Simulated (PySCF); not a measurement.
Which determinant of NaAl lies lowest?

Unrestricted PBE0; basis Na jorge-DZP-DKH, Al jorge-DZP-DKH; spin-free X2C with a Gaussian nucleus; PySCF 2.14. Outer shells of the fragments: Na 3s1; Al 3s2 3p1.

Followed along the bond (rough minima from three points):

| 2Ms+1 | unpaired | ⟨S²⟩ at the start | R at minimum (Å) | Te (eV) |
| --- | --- | --- | --- | --- |
| 1 | none | 0.00 | 3.15 | 0.00 |
| 3 | σ ↑, π ↑ | 2.01 | 2.99 | 0.09 |
| 1 | σ ↑, π ↓ | 1.02 | 3.04 | 0.25 |
| 3 | π ↑↑ | 2.01 | 2.69 | 0.98 |
| 1 | π ↑↓ | 1.01 | 2.70 | 1.16 |

Solutions found at the starting distance of 2.770 Å, counted from the lowest of them; the search is not exhaustive and high or unbound solutions are not listed, so other states can lie among these:

| 2Ms+1 | unpaired | term | E (eV) | ⟨S²⟩ | ⟨Lz²⟩ | μ (D) |
| --- | --- | --- | --- | --- | --- | --- |
| 3 | σ ↑, π ↑ | ³Π | 0.00 | 2.01 | 1.01 | -4.62 |
| 1 | none | ¹Σ⁺ | 0.03 | 0.00 | 0.00 | -2.68 |
| 1 | σ ↑, π ↓ | mixed | 0.18 | 1.02 | 1.01 | -4.36 |
| 3 | π ↑↑ | ³Σ⁻ | 0.85 | 2.01 | 0.00 | -6.73 |
| 1 | π ↑↓ | mixed | 1.03 | 1.01 | 2.02 | -6.49 |
| 3 | σ ↑↑ | ³Σ⁺ | 1.16 | 2.01 | 0.00 | 4.78 |

A term symbol is given only where ⟨S²⟩ and ⟨Lz²⟩ are close to those of a pure state; real π, δ and φ orbitals otherwise mix terms. A positive dipole means Na(−)Al(+).

Compare the gap between the two lowest followed solutions at the starting distance with the gap between their minima.

At PBE0 the second solution (triplet, unpaired electrons σ ↑, π ↑) lies -0.03 eV from the first (singlet, closed shell) at 2.770 Å and +0.09 eV at the minima; the two curves relax by different amounts, since their minima lie near 2.99 and 3.15 Å.

Counting both spins, an empty level lies below a filled one in some of these solutions, because spin and occupation are held.
